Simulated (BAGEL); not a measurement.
# HF/STO-3G (density fitting with qzvpp-jkfit) run of [P5]− (SMILES p1pp[p-]p1)

Aim: the vertical ionisation energy of [P5]− at HF/STO-3G (density fitting with qzvpp-jkfit), from 2 runs. 

Program for the calculation: BAGEL 1.2.2.

8 further runs of the same task are left out: 7 that didn't finish, 1 set aside as unsound or not needed.

## Step 1: Starting point

The species is [P5]− (5 atoms), meant as a singlet with charge -1. As SMILES, `p1pp[p-]p1`. The shape is that of a GFN2-xTB optimisation.

Bond lengths: P1–P2 2.093 Å, P2–P3 2.093 Å, P3–P4 2.093 Å, P1–P5 2.093 Å, P4–P5 2.093 Å. Angles: P1–P2–P3 108.0°, P2–P1–P5 108.0°, P2–P3–P4 108.0°, P3–P4–P5 108.0°, P1–P5–P4 108.0°.

## Step 2: A single-point energy at HF/STO-3G (density fitting with qzvpp-jkfit)

Contents of hf.json:

```json
{ "bagel" : [

{
  "title" : "molecule",
  "basis" : "sto-3g",
  "df_basis" : "qzvpp-jkfit",
  "angstrom" : true,
  "geometry" : [
    { "atom" : "P", "xyz" : [       0.045680,       1.452700,       1.028120 ] },
    { "atom" : "P", "xyz" : [      -1.232390,      -0.186900,       1.271250 ] },
    { "atom" : "P", "xyz" : [      -0.807520,      -1.567790,      -0.242790 ] },
    { "atom" : "P", "xyz" : [       0.733620,      -0.782510,      -1.420750 ] },
    { "atom" : "P", "xyz" : [       1.260610,       1.084500,      -0.635830 ] }
  ]
},

{ "title" : "hf", "charge" : -1 },

{ "title" : "print", "file" : "orbitals.molden", "orbitals" : true }

]}
```

Run with:

```console
BAGEL_NUM_THREADS=1 BAGEL hf.json > hf.out
```

Log:

```text
* using 1 threads per process

  ===============================================================
  ===============================================================

  *** Geometry ***

  { "atom" : "P", "xyz" : [      0.086323,      2.745205,      1.942865 ] },
  { "atom" : "P", "xyz" : [     -2.328880,     -0.353190,      2.402314 ] },
  { "atom" : "P", "xyz" : [     -1.525992,     -2.962694,     -0.458807 ] },
  { "atom" : "P", "xyz" : [      1.386341,     -1.478730,     -2.684828 ] },
  { "atom" : "P", "xyz" : [      2.382208,      2.049408,     -1.201545 ] },

  Number of auxiliary basis functions:      640

  Since a DF basis is specified, we compute 2- and 3-index integrals:
    o Being stored without compression. Storage requirement is 0.010 GB

  Number of basis functions:       45
  Number of electrons      :       75

    * METHOD: MOLECULE                             0.34

  *** RHF ***

  === Nuclear Repulsion ===
   460.2629754037

      * DIIS with orbital gradients will be used.

  === RHF iteration (sto-3g) ===
      0      -1684.42275645          0.00182427           0.10
      1      -1684.42564966          0.00035687           0.09
      2      -1684.42593258          0.00007831           0.10
      3      -1684.42594955          0.00000568           0.10
      4      -1684.42594963          0.00000151           0.10
      5      -1684.42594963          0.00000059           0.10
      6      -1684.42594963          0.00000007           0.10
      7      -1684.42594963          0.00000003           0.09
      8      -1684.42594963          0.00000002           0.10
      9      -1684.42594963          0.00000001           0.10
    * SCF iteration converged.

    * Permanent dipole moment:
           (    0.000000,    -0.000002,    -0.000002) a.u.

    * METHOD: HF                                   1.10

    * METHOD: PRINT                                0.00

  ===============================================================
```

Wall time 1.6 s (1 thread of Arm Neoverse V2, shared host); peak memory 0.1 GiB.

## Step 3: Doublet neutral P5, same level

Contents of input.json:

```json
{ "bagel": [

{
  "title": "molecule",
  "basis": "sto-3g",
  "df_basis": "qzvpp-jkfit",
  "angstrom": "true",
  "geometry": [
    { "atom": "P", "xyz": [       0.045680,       1.452700,       1.028120 ] },
    { "atom": "P", "xyz": [      -1.232390,      -0.186900,       1.271250 ] },
    { "atom": "P", "xyz": [      -0.807520,      -1.567790,      -0.242790 ] },
    { "atom": "P", "xyz": [       0.733620,      -0.782510,      -1.420750 ] },
    { "atom": "P", "xyz": [       1.260610,       1.084500,      -0.635830 ] }
  ]
},

{ "title": "uhf", "nopen": 1 },

{ "title": "print", "file": "orbitals.molden", "orbitals": "true" }

]}
```

Run with:

```console
BAGEL_NUM_THREADS=1 BAGEL input.json > input.out
```

Log:

```text
* using 1 threads per process

  ===============================================================
  ===============================================================

  *** Geometry ***

  { "atom" : "P", "xyz" : [      0.086323,      2.745205,      1.942865 ] },
  { "atom" : "P", "xyz" : [     -2.328880,     -0.353190,      2.402314 ] },
  { "atom" : "P", "xyz" : [     -1.525992,     -2.962694,     -0.458807 ] },
  { "atom" : "P", "xyz" : [      1.386341,     -1.478730,     -2.684828 ] },
  { "atom" : "P", "xyz" : [      2.382208,      2.049408,     -1.201545 ] },

  Number of auxiliary basis functions:      640

  Since a DF basis is specified, we compute 2- and 3-index integrals:
    o Being stored without compression. Storage requirement is 0.010 GB

  Number of basis functions:       45
  Number of electrons      :       75

    * METHOD: MOLECULE                             0.33

  *** Open-shell HF ***

  === Nuclear Repulsion ===
   460.2629754037

      * DIIS with orbital gradients will be used.

  === UHF iteration (sto-3g) ===
      0      -1684.48080310          0.00632955           0.19
      1      -1684.49886410          0.00268128           0.18
      2      -1684.50876982          0.00137495           0.19
      3      -1684.51486073          0.00080222           0.19
      4      -1684.52337226          0.00075047           0.18
      5      -1684.52747345          0.00068706           0.19
      6      -1684.53519844          0.00032150           0.19
      7      -1684.53575090          0.00027655           0.19
      8      -1684.53595191          0.00029626           0.18
      9      -1684.53618903          0.00029187           0.19
     10      -1684.53519625          0.00004747           0.19
     11      -1684.53520372          0.00002031           0.19
     12      -1684.53520937          0.00001275           0.17
     13      -1684.53521146          0.00000412           0.19
     14      -1684.53521224          0.00000196           0.19
     15      -1684.53521246          0.00000132           0.19
[... 19 lines of this table left out ...]
     35      -1684.53521254          0.00000003           0.19
     36      -1684.53521254          0.00000003           0.18
     37      -1684.53521254          0.00000003           0.19
     38      -1684.53521254          0.00000003           0.19
     39      -1684.53521254          0.00000002           0.19
     40      -1684.53521254          0.00000002           0.18
     41      -1684.53521254          0.00000001           0.19
     42      -1684.53521254          0.00000001           0.18
    * SCF iteration converged.

    * S^2 (UHF) is 1.3421

    * Permanent dipole moment:
           (    0.008027,     0.006668,    -0.004120) a.u.

    * METHOD: UHF                                  8.06

    * METHOD: PRINT                                0.00

  ===============================================================
```

Wall time 8.7 s (1 thread of Arm Neoverse V2, shared host); peak memory 0.1 GiB.

## Step 4: What came out

At HF/STO-3G (density fitting with qzvpp-jkfit):

```
                                                            quantity           value
                                         singlet [P5]−: total energy  -1684.42595 Eh
                                          singlet [P5]−: HOMO energy         1.56 eV
                                          singlet [P5]−: LUMO energy        11.70 eV
singlet [P5]−: HOMO–LUMO gap (to an unbound level, set by the basis)        10.14 eV
                                    doublet neutral P5: total energy  -1684.53521 Eh
                                   doublet neutral P5: dipole moment          0.03 D
                                            doublet neutral P5: ⟨S²⟩           1.342
                 vertical detachment energy (to the doublet neutral)       -2.973 eV
```

In words: The species is unbound against losing an electron at this level, by 2.97 eV (−69 kcal/mol); missing correlation or diffuse functions can give that sign where the real anion is bound. In a minimal basis such a difference can be off by several eV, whatever the method. The HOMO (singlet [P5]−) lies at positive energy, 1.56 eV: the electron is unbound at this level or held by a compact basis; values depend on the basis. ⟨S²⟩ (doublet neutral P5) is 1.34 where a pure doublet has 0.75: the reference is spin-contaminated.
